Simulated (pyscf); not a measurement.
F–GeH₃ + hydrogen (H₂) -> F–GeH: [singlet] + hydrogen (H₂) + hydrogen (H₂), a multi-bond step (singlet surface; Ge–H, Ge–H, H–H broken, H–H, H–H formed). PySCF, gas phase, ωB97X-D3(BJ)/def2-SVP geometries. Energies in kJ/mol from the separated reactants.

AM1 to PM7: differences of heats of formation from MOPAC, which are fitted to 298 K values and so differ in kind from electronic energies by zero-point and thermal terms. 

Quick PM7 single points give ΔE‡ = 233.8 kJ/mol and ΔE = -19.9 kJ/mol. What does ωB97M-D3(BJ)/def2-TZVP give, and how far is the quick result from it?

ωB97M-D3(BJ)/def2-TZVP gives ΔE‡ = 274.6 kJ/mol and ΔE = +122.3 kJ/mol. PM7 lies 40.8 kJ/mol under it in the barrier and 142.2 kJ/mol under it in the reaction energy, so on this step it does not hold to within 12.6 kJ/mol. ωB97M-D3(BJ)/def2-TZVP has limits of its own. The same reactants have a lower exit, to GeH₄ + HF (barrier +197.0 kJ/mol at ωB97M-D3(BJ)/def2-TZVP, against +274.6 kJ/mol here). This is the saddle that the search found; another between the same sides may lie lower. In the def2 sets elements up to Kr have no core potential.
